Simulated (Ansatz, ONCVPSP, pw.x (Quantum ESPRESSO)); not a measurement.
**N (Z = 7): one change to the ONCV potential, in the atom and in the fcc crystal**

- Element: N
- Generator: ONCVPSP 4.0.1.1 (patched build)
- Type: optimised norm-conserving Vanderbilt (ONCV)
- Functional: LDA (Perdew-Wang 92)
- Relativity: scalar-relativistic
- Frozen core: [He]
- Valence charge: 5
- Reference configuration: 2s1 2p4
- Partial waves: 2s: rc 0.90 bohr, ncon 5, nbas 8, qcut 7.4 1/bohr, 2 projectors, debl 3.9 Ha; 2p: rc 2.55 bohr, ncon 4, nbas 8, qcut 6 1/bohr, 2 projectors, debl 3.7 Ha; d scattering state at 0.42 Ha: rc 2.75 bohr, ncon 3, nbas 7, qcut 3.9 1/bohr, 2 projectors, debl 0.5 Ha
- Local potential: polynomial inside 0.85 bohr (lpopt 5, dvloc0 0 Ha)
- Core correction: polynomial model core, fcfact 0.5

Change: d: rc 2.98.

Cutoffs, loose and tight: the cutoffs (Ha) at which the residual kinetic energy of the hardest occupied pseudo-wave falls to 1 and 0.1 mHa per electron. They do not see the model core or the augmentation charge, which bear on the density cutoff. Test errors are all-electron minus pseudo excitation energies from the reference, over the configurations 2s2 2p3; 2s2 2p2; 2s2 2p1; 2s2 2p0; variants that change the core or the reference have their own tests.

Crystal test: fcc N in pw.x 7.5, no spin, 18³ k-points, Fermi–Dirac smearing 0.01 Ry, cutoffs set for each file from its atomic test. The reference is all-electron LAPW (Ansatz 0.2.0) with the same functional, mesh and smearing; V0 and B0 come from Birch–Murnaghan fits to the pressures at five volumes. Errors are pseudo minus all-electron; Δ is the rms difference of the E(V) curves that follow from these fits, minima aligned, over ±6 % about the mean V0. Mesh and smearing are coarse, so the numbers serve the comparison and aren't converged zero-temperature values; the lattice is a test structure that the element need not adopt. Spin polarisation is left out.

All-electron: a0 = 3.046 Å (V0 = 7.06 Å³/atom), B0 = 220.9 GPa.

**Question.** Does the change bring the crystal closer to the all-electron result?

**Answer.** The mean pressure error goes from +8.11 to +3.36 GPa, so the change moves the solid closer to the all-electron pressures.

| quantity | base | changed |
| --- | --- | --- |
| outcome (atom) | generated | generated |
| cutoff, loose (atom) | 30 Ha | 30 Ha |
| cutoff, tight (atom) | 73 Ha | 73 Ha |
| bound ghosts (atom) | none | none |
| largest test error (meV) (atom) | +4816 | +4816 |
| cutoffs in pw.x (Ry) | 170/680 | 170/680 |
| a0 (Å) | 3.083 | 3.060 |
| a0 error (%) | +1.22 | +0.48 |
| B0 error (%) | -6.0 | +0.7 |
| Δ (meV/atom) | 12.2 | 5.0 |
| mean pressure error (GPa) | +8.11 | +3.36 |

Base: The largest radius (2.75 bohr) exceeds half the bond length (2.04 bohr), so the spheres overlap, which is one possible source of error among others. This is a poor potential for the solid. The free energy does not fall steadily as the cutoff rises, most likely since the density grid, which shrinks with it, is too coarse for the model core; the lower cutoffs are not converged. The generator flags a localised state at positive energy (d at 35 eV). Changed file: The largest radius (2.98 bohr) exceeds half the bond length (2.04 bohr), so the spheres overlap, which is one possible source of error among others. This is a poor potential for the solid. The generator flags a localised state at positive energy (d at 26 eV).
